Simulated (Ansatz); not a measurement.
Computed with Ansatz.

A structure relaxed at PBE0-D4/def2-TZVP, charge 0, multiplicity 1:

```xyz
8

O     1.555   -0.312   -1.022
P     0.161    0.600   -1.045
Si   -0.850   -0.249    0.790
H     1.813   -0.514   -1.924
H     0.620    1.753   -0.340
H    -1.956    0.686    1.133
H     0.076   -0.380    1.945
H    -1.418   -1.583    0.463
```

(1) Give its formula and SMILES.

(2) Summarise the bond lengths by kind.

Answers

(1) H5OPSi, `OP[SiH3]`.

(2) 1 × O–P 1.666 Å; 1 × H–O 0.960 Å; 1 × P–Si 2.260 Å; 1 × H–P 1.427 Å; 3 × H–Si 1.486 to 1.489 Å.
